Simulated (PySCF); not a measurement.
# Frontier orbitals and the lowest excitations

Species: CH2BOH, CH3BO.
Structure used (PBE0-D3(BJ)/def2-TZVP), in Å, numbered top down from 1:
```
atom  x, y, z in Å
C1    -1.0133   -0.1209    0.0102
B2     0.3327    0.1907   -0.0638
O3     1.5975    0.5422   -0.1551
H4    -1.5914    0.0563    0.9088
H5    -1.5449   -0.5609   -0.8244
H6     2.2389   -0.1285    0.0994
```

Computed with PySCF 2.14.0, density-fitted response routines, TDDFT CAM-B3LYP/aug-cc-pVTZ, vertical, gas phase, core orbitals frozen in the response. Geometry: PBE0-D3(BJ)/def2-TZVP; no solvent, vibrations or thermal averaging.

Kohn–Sham orbitals with the atoms that hold most of them (Löwdin shares over 4%, at most four atoms; ? is withheld):

```json
{"orbital": "HOMO-3", "ε (eV)": "-13.55", "atoms": "O3 47%, B2 20%, C1 17%, H6 6%"}
{"orbital": "HOMO-2", "ε (eV)": "-12.89", "atoms": "C1 53%, B2 17%, H5 12%, H4 12%"}
{"orbital": "HOMO-1", "ε (eV)": "-12.38", "atoms": "?"}
{"orbital": "HOMO", "ε (eV)": "?", "atoms": "?"}
{"orbital": "LUMO", "ε (eV)": "-0.19", "atoms": "H6 49%, B2 22%, H5 9%, H4 9%"}
{"orbital": "LUMO+1", "ε (eV)": "0.70", "atoms": "B2 34%, H4 28%, H5 27%, H6 4%"}
{"orbital": "LUMO+2", "ε (eV)": "0.76", "atoms": "B2 77%, C1 6%, H5 6%, H4 6%"}
```

**Question.** Which atoms hold the HOMO-1, and with what shares?

**Answer.** C1 (bonded to B and 2 H) 36%; O3 (bonded to B and H) 26%; H4 (bonded to C) 13%; H5 (bonded to C) 12%. By element: carbon 36%, oxygen 26%, hydrogen 25% or more.

**Question.** Give the leading atoms of the HOMO.

**Answer.** C1 (bonded to B and 2 H) 48%; B2 (bonded to C and O) 29%; H4 (bonded to C) 8%; H5 (bonded to C) 8%. By element: carbon 48%, boron 29%, hydrogen 15% or more.

**Question.** What is the HOMO energy, and the HOMO–LUMO gap?

**Answer.** ε(HOMO) = -7.49 eV; the gap is 7.31 eV (0.2685 hartree).

**Question.** The HOMO–LUMO gap is 7.31 eV. Where does the response calculation put the lowest singlet, and from which orbitals?

**Answer.** S1 is at 4.31 eV (f = 0.0000), 2.99 eV below the gap, made of HOMO→LUMO+4 (64%), HOMO→LUMO+7 (24%), HOMO→LUMO+2 (10%). 

**Question.** Give energy, strength and leading configuration of S2 and S3, and follow the Löwdin shares of the leading atoms from the occupied to the empty orbital.

**Answer.** 
- S2 (4.56 eV, f 0.037), HOMO→LUMO (88%): C1 48% → at most 10%, B2 29% → 22%, H6 at most 8% → 49%
- S3 (5.74 eV, f 0.038), HOMO→LUMO+1 (91%): C1 48% → at most 5%, B2 29% → 34%, H4 8% → 28%
